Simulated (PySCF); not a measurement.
**A diatomic session: MgSi−**

One table from this session's results is given with a row withheld; the runs are named, their logs left out.

Computed with PySCF 2.14.0. Level: Mg aug-pcseg-1, Si aug-pcseg-1, no relativity.

2 further runs of the same task are left out: 2 set aside as unsound or not needed.

The first run:

A driver script around PySCF takes these settings:

| Quantity | Value |
| --- | --- |
| atoms | Mg, Si |
| charge | -1 |
| basis | Mg aug-pcseg-1, Si aug-pcseg-1 |
| Hamiltonian | no relativity |
| basis functions | 41 |
| electrons treated | 27 |
| masses in u | 23.9850, 27.9769 |
| levels | PBE0, PBE, r²SCAN, PW91, M06, B3LYP, HF, MP2, SCS-MP2, CCSD, CCSD(T) |
| grid | 80 radial by 434 angular points |
| occupations | held fixed by the projection of orbital angular momentum |
| dissociation limit | Mg + Si−, each in its ground configuration |
| starting distance in angstrom | 2.570 |
| values of 2S to try | 1, 3 |

Run with:

```bash
OMP_NUM_THREADS=1 python dia.py task.json out
```

Among the steps run: The job; The PBE0 curve of the state that the search chose; Other states along the same grid; PBE; r²SCAN (meta-GGA); PW91 (GGA); M06; B3LYP (global hybrid GGA); UHF (mean field); MP2 and coupled cluster.

One of the session's tables, all rows but one given; the rest of the session is left out.

It belongs to the step «The curves together». Energy (eV) from each level's lowest point:

| R (Å) | UHF | UHF-MP2 | UHF-SCS-MP2 | UHF-CCSD | UHF-CCSD(T) |
| --- | --- | --- | --- | --- | --- |
| 2.349 | 0.549 | 0.395 | 0.405 | n/a | n/a |
| 2.459 | 0.316 | 0.197 | 0.203 | 0.238 | 0.219 |
| 2.568 | 0.166 | 0.083 | 0.087 | 0.107 | 0.094 |
| 2.650 | 0.093 | 0.034 | 0.037 | 0.049 | 0.040 |
| 2.732 | 0.045 | 0.009 | 0.010 | 0.016 | 0.011 |
| 2.814 | 0.017 | 0.000 | 0.000 | 0.001 | 0.000 |
| 2.923 | 0.000 | 0.006 | 0.004 | 0.000 | 0.004 |
| 3.060 | ? | ? | ? | ? | ? |
| 3.224 | 0.029 | 0.078 | 0.072 | 0.057 | 0.073 |
| 3.442 | 0.079 | 0.148 | 0.138 | n/a | n/a |

**Question.** Estimate the row for R (Å) = 3.060.

Worked estimate for «UHF». A straight line through the neighbours (2.923, 0.000) and (3.224, 0.029) gives 0.000 + (0.029 − 0.000) × (3.060 − 2.923) / (3.224 − 2.923) = 0.013; a parabola fitted to 4 rows on both sides gives 0.007.

The run gave: UHF: 0.003; UHF-MP2: 0.032; UHF-SCS-MP2: 0.028; UHF-CCSD: 0.019; UHF-CCSD(T): 0.029. In «UHF» the line misses by +0.010 and the parabola by +0.004.
